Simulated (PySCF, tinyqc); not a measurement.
The basis set: RHF and MP2 along a ladder of basis sets, for BH, spin multiplicity 1. Computed by the program tinyqc with PySCF. Same geometry throughout; the dipole is taken about the origin.

Geometry (angstrom):
```
atom,x,y,z
B,0.0000,0.0000,0.0000
H,0.0000,0.0000,1.0640
```

RHF and frozen-core MP2 in a ladder of bases:
```
basis,functions,E(RHF) (hartree),E(MP2 corr) (hartree),HOMO (eV),LUMO (eV),dipole (debye)
sto-3g,6,-24.73833,-0.02606,-6.627,7.320,1.224
3-21g,11,-24.96288,-0.03553,-9.054,2.035,2.025
6-31g,11,-25.09490,-0.03558,-8.872,2.322,1.974
6-31g**,19,-25.10548,-0.05967,-8.989,2.362,1.924
cc-pvdz,19,-25.10983,-0.05926,-9.228,1.689,2.121
aug-cc-pvdz,32,-25.11172,-0.06115,-9.327,0.752,2.200
cc-pvtz,44,-25.11730,-0.07310,-9.318,1.399,2.154
```

What does the comparison show, and why?

From cc-pVDZ to cc-pVTZ the RHF energy falls by 7.5 mhartree and the correlation energy by 13.8. If valence correlation converges as X^-3, (27 E(T) - 8 E(D))/19 gives -0.0789 hartree, a rough estimate from such small X that usually falls short; STO-3G holds about 33 % of it. Beyond STO-3G the LUMO moves by 1.6 eV and the HOMO by 0.5 eV. The restricted reference is unstable here: a spin-polarised solution lies 0.0078 hartree lower (PySCF, cc-pVDZ), so results built on it describe a poor reference.
